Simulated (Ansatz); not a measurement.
Geometry optimisation, RHF/def2-SVP in Ansatz 0.2.0.

Input file:

```yaml
crystal:
  periodic: [false, false, false]
  atoms:
    - { symbol: C, position_ang: [-0.68706, 0.53899, -0.31529] }
    - { symbol: Si, position_ang: [0.9094, -0.33422, 0.21633] }
    - { symbol: Na, position_ang: [0.91849, -2.96156, 1.62097] }
    - { symbol: H, position_ang: [-1.33555, 0.73344, 0.53738] }
    - { symbol: H, position_ang: [-0.49954, 1.49562, -0.80604] }
    - { symbol: H, position_ang: [-1.26089, -0.07379, -1.0086] }
    - { symbol: H, position_ang: [1.95515, 0.60151, -0.24475] }
total_charge: 1
basis:
  gaussian: { orbitals: def2-SVP }
hamiltonian:
  xc: hf
relax:
  f_tol: 0.02
  max_steps: 40
scf:
  lower_state_search: "off"
output:
  orbitals: {}
```

Run as:

```bash
$ ansatz run input.yaml --threads 1 --pin off --max-ram 2048MiB --backend cpu --events-out ev --progress --plain --runs-dir out
```

Task: Where does it end, and by what steps?

Result: The forces met the threshold. The force dipped under the threshold on the way, but the program's further checks kept it going. After 22 steps the energy has fallen by 0.072 eV; H6 moved furthest, 0.76 Å.

```
step  energy less start (eV)  largest force component (eV/Å)  accepted
   0                  0.0000                           0.551       yes
   1                 -0.0239                           0.234       yes
   2                 -0.0316                           0.135       yes
   3                 -0.0333                           0.029       yes
   4                 -0.0335                           0.010       yes
   5                 -0.0336                           0.011       yes
   6                 -0.0252                           0.458        no
   7                 -0.0342                           0.047       yes
   8                 -0.0355                           0.052       yes
   9                 -0.0382                           0.096       yes
  10                 -0.0143                           0.824        no
  11                 -0.0455                           0.115       yes
  12                 -0.0515                           0.197       yes
  13                 -0.0476                           0.487        no
  14                 -0.0590                           0.074       yes
  15                 -0.0608                           0.111       yes
  16                 -0.0653                           0.283       yes
  17                 -0.0684                           0.095       yes
  18                 -0.0697                           0.166       yes
  19                 -0.0709                           0.093       yes
  20                 -0.0713                           0.068       yes
  21                 -0.0714                           0.036       yes
  22                 -0.0715                           0.007       yes
```

```xyz
7
Properties=species:S:1:pos:R:3
C -0.726 0.594 -0.289
Si 0.775 -0.442 0.142
Na 1.169 -2.777 2.082
H -1.625 0.318 0.260
H -0.504 1.651 -0.104
H -0.925 0.511 -1.363
H 1.836 0.145 -0.728
```

Time of the run: 34 s on 1 thread of Arm Neoverse N1, with other jobs on the host, peak memory 0.12 GiB.
